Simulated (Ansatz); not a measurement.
# ClH: the cost of one run

All numbers are computed with Ansatz 0.2.0, driven from Python. Level of theory: PBE0+D3(BJ)/6-31G*.

## (1) The structure

Bond lengths: Cl1–H2 1.376 Å.

The script reads clh.xyz:

```xyz
2

Cl    0.68780    0.00000    0.00000
H    -0.68780    0.00000    0.00000
```

## (2) Script

Contents of run_freq.py:

```python
"""Harmonic frequencies of ClH(+) at its relaxed geometry."""

import itertools

import ansatz as az
from ase.data import atomic_numbers, covalent_radii
import numpy as np

clh = az.Crystal.molecule_from_extxyz("clh.xyz")

model = clh.calculation()
model = model.basis(gaussian="6-31G*")
model = model.functional("pbe0", dispersion="d3bj")
model = model.charge(1)
model = model.spin("collinear", total=1)
symbols = [site.symbol for site in clh.cartesian_sites]
start = np.array([site.position_ang for site in clh.cartesian_sites], dtype=float)
summary = model.relax(force_tolerance=0.003).run(threads=1, pin="off").report
end = np.array(summary["positions_ang"])

# pairs closer than 1.2 times the sum of covalent radii, before or after
radius = [covalent_radii[atomic_numbers[s]] for s in symbols]
span = lambda where, i, j: np.linalg.norm(where[i] - where[j])
bonded = [(i, j) for i, j in itertools.combinations(range(len(symbols)), 2) if min(span(start, i, j), span(end, i, j)) < 1.2 * (radius[i] + radius[j])]
print("pair        before    after (A)")
for i, j in bonded:
    print(f"{symbols[i]}{i}-{symbols[j]}{j}".ljust(10), f"{span(start, i, j):8.4f} {span(end, i, j):8.4f}")

# same settings at the minimum
minimum = az.Crystal.molecule()
for symbol, place in zip(symbols, end):
    minimum = minimum.atom(symbol, place.tolist())
vibrating = (
    minimum.calculation()
    .basis(gaussian="6-31G*")
    .functional("pbe0", dispersion="d3bj")
    .charge(1)
    .spin("collinear", total=1)
    .phonons(temperatures=(100, 500, 100))
)
vib = vibrating.run(threads=1, pin="off").report["vibrations"]
sums = vib["harmonic_sums"]
modes = [m["omega_inv_cm"] for m in sums["modes_at_gamma"] if m["rigid_motion"] == "no"]
print("frequencies (1/cm):", " ".join(f"{w:.0f}" for w in modes))
print("imaginary modes:", sum(w < 0 for w in modes), " zero-point energy:", round(sums["zero_point_energy_ev"], 4), "eV")
print("T (K)   F_vib (eV)   S_vib (meV/K)   C_vib (meV/K)")
for row in zip(sums["temperatures_k"], sums["vibrational_free_energy_ev"], vib["entropy_ev_per_k"], vib["heat_capacity_ev_per_k"]):
    print(f"{row[0]:6.1f} {row[1]:11.4f} {1000 * row[2]:13.4f} {1000 * row[3]:15.4f}")

# all hydrogen replaced by deuterium
heavier = vibrating.phonons(masses={"H": 2.014102}).run(threads=1, pin="off").report["vibrations"]["harmonic_sums"]
print("deuterated (1/cm):", " ".join(f"{m['omega_inv_cm']:.0f}" for m in heavier["modes_at_gamma"] if m["rigid_motion"] == "no"))
print("zero-point energy falls by", round(sums["zero_point_energy_ev"] - heavier["zero_point_energy_ev"], 4), "eV")
```

## (3) The input behind the calls

The engine receives this input (first run):

```yaml
crystal:
  periodic: [false, false, false]
  atoms:
    - { symbol: Cl, position_ang: [0.6878, 0.0, 0.0] }
    - { symbol: H, position_ang: [-0.6878, 0.0, 0.0] }
basis:
  gaussian:
    orbitals: "6-31G*"
hamiltonian:
  xc: pbe0
  dispersion: d3bj
magnetization:
  spin_polarized: true
  initial_magnetization: 1.0
total_charge: 1.0
relax:
  f_tol: 0.003
```

## (4) Running it

Started as:

```bash
python run_freq.py
```

**Question.** How long does this script take on 1 thread of Arm Neoverse V1, shared host, and how much memory does it need?

About 9.1 s, with a peak of 0.16 GiB.
